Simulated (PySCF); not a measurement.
Worked example: Si–BH2⁺, quintet against Si–BH2, quartet

Geometry (PBE0/def2-TZVP stationary point of a quartet), kept for both states (Si–BH2, quartet: A2; Si–BH2⁺, quintet: A2):

```xyz
4

Si    0.0000    0.0000    0.6500
B     0.0000    0.0000   -1.3428
H     0.0000   -1.0760   -1.8539
H     0.0000    1.0760   -1.8539
```

Basis 6-31G; PySCF 2.14.0. Correlated methods freeze the noble-gas cores. Prefix R: restricted or restricted open-shell reference; prefix U: unrestricted.

Full CI isn't at hand for all of this; RCCSDT serves as the reference. It lacks quadruple excitations, which often exceed the step from CCSD(T) to CCSDT. The frozen core follows each run's orbitals, which can shift R against U totals by a few meV.

```json
{"level": "UHF", "E(Si–BH2, quartet) (hartree)": "-314.621465", "E(Si–BH2⁺, quintet) (hartree)": "-314.198502"}
{"level": "UMP2", "E(Si–BH2, quartet) (hartree)": "-314.693558", "E(Si–BH2⁺, quintet) (hartree)": "-314.250203"}
{"level": "UCCSD(T)", "E(Si–BH2, quartet) (hartree)": "-314.720018", "E(Si–BH2⁺, quintet) (hartree)": "-314.272935"}
{"level": "PBE", "E(Si–BH2, quartet) (hartree)": "-315.159289", "E(Si–BH2⁺, quintet) (hartree)": "-314.689335"}
{"level": "B3LYP", "E(Si–BH2, quartet) (hartree)": "-315.374928", "E(Si–BH2⁺, quintet) (hartree)": "-314.896239"}
{"level": "RCCSDT", "E(Si–BH2, quartet) (hartree)": "-314.720833", "E(Si–BH2⁺, quintet) (hartree)": "-314.273784"}
```

Question: Give the vertical gap, Si–BH2⁺ quintet less Si–BH2 quartet, at each level in eV (1 hartree = 27.2114 eV), and each error against RCCSDT.

Answer: RCCSDT: (-314.273784 − (-314.720833)) × 27.2114 = 12.165 eV (the reference)
B3LYP: (-314.896239 − (-315.374928)) × 27.2114 = 13.026 eV, error 0.861 eV
PBE: (-314.689335 − (-315.159289)) × 27.2114 = 12.788 eV, error 0.623 eV
UCCSD(T): (-314.272935 − (-314.720018)) × 27.2114 = 12.166 eV, error 0.001 eV
UMP2: (-314.250203 − (-314.693558)) × 27.2114 = 12.064 eV, error -0.101 eV
UHF: (-314.198502 − (-314.621465)) × 27.2114 = 11.509 eV, error -0.656 eV

Total energies of functionals can't be set beside those of wave-function methods, since they hold the core's correlation and their own absolute errors; only the differences compare.

The set has no polarisation functions, so the order and spacing of states can differ from the basis-set limit.

In so small a basis the reference is far from its limit while semilocal and hybrid functionals are nearer theirs, so the functionals' errors here hold much of the reference's basis and frozen-core error, which can add to them or hide them.

Each level lands on the state that its own search finds. T1 diagnostics of restricted CCSD: 0.036 and 0.038.
